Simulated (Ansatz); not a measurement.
We consider hcp Gd, described by PBEsol (Ansatz, a program for electronic structure, plane waves, PAW).

Run with plane-wave cutoff 500 eV, 24×24×14 k mesh (along the axes of the cell as run), Fermi–Dirac smearing 0.1 eV, spin-polarised with parallel moments, scalar-relativistic PAW data made under PBE.

Cell (relaxed at this level):

```
CELL_PARAMETERS angstrom
      1.78463    -3.09107     0.00000
      1.78463     3.09107     0.00000
      0.00000     0.00000     5.70110
ATOMIC_POSITIONS crystal
  Gd 0.33333 0.66667 0.25000
  Gd 0.66667 0.33333 0.75000
```

Q: Give the computed magnetic moment per atom (the cell's total over its atoms).

A: 
- magnetic moment per atom (the cell's total over its atoms): 7.54 μB

Note: the 4f shell is treated without U or exact exchange, so its levels and filling can be wrong; the collinear magnetic order is the start's and need not be the measured one.

Moments are spin moments.

Spin–orbit coupling is not included.

Computed values are for the static lattice.
